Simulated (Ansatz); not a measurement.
Input file:

```yaml
crystal:
  periodic: [false, false, false]
  atoms:
    - {symbol: B, position_ang: [0.396850, 0.000000, 0.613089]}
    - {symbol: N, position_ang: [-0.324723, 0.000000, -0.387397]}
    - {symbol: H, position_ang: [0.255928, 0.000000, -1.192490]}
basis:
  gaussian: {orbitals: 6-31G}
magnetization: {spin_polarized: false, initial_magnetization: 1}
correlation: {method: sc_nevpt2, electrons: valence, active_space: {window: {electrons: 3, orbitals: 7}}}
```

```sh
$ ansatz run in.yaml --threads 1 --pin off --events-out ev --progress --plain --max-ram 2393MiB
```

Log:

```
290 factors; integrals over basis functions are off by at most 2.3e-4 eV
mean field evaluation 1: about -2162.0715 eV, gradient 3.3e1 eV
mean field evaluation 2: about -2162.0741 eV, gradient 3.3e1 eV
mean field evaluation 4: about -2165.2002 eV, gradient 4.8e0 eV
mean field evaluation 8: about -2165.4441 eV, gradient 2.1e-1 eV
mean field evaluation 16: about -2164.3827 eV, gradient 1.4e1 eV
mean field evaluation 32: about -2165.1020 eV, gradient 7.4e0 eV
mean field -2165.44486543 eV, -79.5786310132 hartree, gradient 3.8e-6 eV, S^2 0.750000; 6 other end points of the search recorded, 0 dependent functions left out
reference -2165.44486543 eV, -79.5786310132 hartree; 7, 6 occupied and 13, 14 virtual orbitals, 290 factors
state -2166.37190043 eV, -79.6126989212 hartree
state -2166.37190043 eV, -79.6126989212 hartree; corrected -2169.85579362 eV, -79.7407296346 hartree
Total energy: -2169.85579362 eV, -79.7407296346 hartree
```

Ran on 1 thread of Arm Neoverse V1, shared host: 1.5 s wall, 0.15 GiB peak host memory.
